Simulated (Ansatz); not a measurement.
# C4H6OS: a ladder of functionals and wavefunction methods

One table from this session's results is given with a row withheld; the runs are named, their logs left out.

Method: functionals in def2-TZVPP, the program's frozen cores in correlated methods; program: Ansatz 0.2.0, Gaussian basis.

Plan: PBE-D4, r2SCAN-D4, PBE0-D4, B3LYP-D4, ωB97X-V, ωB97M-V, B2PLYP; CCSD(T)/def2-TZVPP; MP2/def2-QZVPP; extrapolation to the limit.

## The geometry

All runs share one geometry, relaxed beforehand with PBE0-D4 in a triple-zeta def2 set.

SMILES `C/C(O)=C\C=S`, 12 atoms, charge 0, spin multiplicity 1.

Atoms are counted from 1 here; the program's logs count them from 0.

Bond lengths: C1–C2 1.486 Å, C1–H7 1.095 Å, C1–H8 1.095 Å, C1–H9 1.086 Å, C2–O3 1.345 Å, C2–C4 1.353 Å, O3–H10 0.962 Å, C4–C5 1.420 Å, C4–H11 1.085 Å, C5–S6 1.629 Å, C5–H12 1.091 Å. Angles: C2–C1–H7 109.9°, C2–C1–H8 109.9°, C2–C1–H9 112.7°, H7–C1–H8 107.8°, H7–C1–H9 108.2°, H8–C1–H9 108.2°, C1–C2–O3 115.4°, C1–C2–C4 127.4°, O3–C2–C4 117.2°, C2–O3–H10 110.2°, C2–C4–C5 124.7°, C2–C4–H11 117.6°, C5–C4–H11 117.7°, C4–C5–S6 125.4°, C4–C5–H12 116.6°, S6–C5–H12 118.1°.

The first run:

in.yaml reads:

```yaml
crystal:
  periodic: [false, false, false]
  atoms:
    - {symbol: C, position_ang: [0.233249, 0.468606, -1.291891]}
    - {symbol: C, position_ang: [0.583828, -0.335550, -0.092084]}
    - {symbol: O, position_ang: [1.727507, -1.038001, -0.182893]}
    - {symbol: C, position_ang: [-0.112921, -0.435408, 1.063290]}
    - {symbol: C, position_ang: [-1.336116, 0.234569, 1.329228]}
    - {symbol: S, position_ang: [-2.189118, 0.126667, 2.713313]}
    - {symbol: H, position_ang: [0.131814, -0.186312, -2.163832]}
    - {symbol: H, position_ang: [1.030665, 1.188444, -1.505058]}
    - {symbol: H, position_ang: [-0.695934, 1.018062, -1.170641]}
    - {symbol: H, position_ang: [2.138426, -0.894286, -1.040662]}
    - {symbol: H, position_ang: [0.292197, -1.073003, 1.841590]}
    - {symbol: H, position_ang: [-1.726797, 0.871012, 0.533637]}
basis:
  gaussian: {orbitals: def2-TZVPP}
hamiltonian: {xc: pbe, dispersion: d4}
output: {forces: true, orbitals: {seedname: orbitals}}
```

The run is started by

```console
$ ansatz run in.yaml --threads 4 --pin off --events-out ev --progress --plain --max-ram 10444MiB
```

Among the steps run: PBE-D4 (GGA); r2SCAN-D4 (meta-GGA); PBE0-D4 (hybrid); B3LYP-D4 (hybrid); ωB97X-V (range-separated); ωB97M-V (range-separated); B2PLYP (double hybrid); CCSD(T) in def2-TZVPP; MP2 in def2-QZVPP.

One table of the session follows, with a row left open; its other results are not shown here.

| method | atomisation energy (kJ/mol) |
| --- | --- |
| PBE-D4 | 5131.8 |
| r2SCAN-D4 | 4989.1 |
| PBE0-D4 | 5004.0 |
| B3LYP-D4 | 4954.3 |
| ωB97X-V | 4943.3 |
| ωB97M-V | ? |
| B2PLYP | 4902.4 |
| HF/def2-TZVPP | 3517.4 |
| MP2/def2-TZVPP | 4924.9 |
| CCSD/def2-TZVPP | 4708.9 |
| CCSD(T)/def2-TZVPP | 4808.1 |
| MP2/CBS | 5054.9 |
| CCSD(T)/CBS | 4938.1 |

Q: Estimate the row for ωB97M-V from the others.

The run gave: atomisation energy (kJ/mol): 4961.9. In the column «atomisation energy (kJ/mol)» it lies between B3LYP-D4 (4954.3) and r2SCAN-D4 (4989.1).
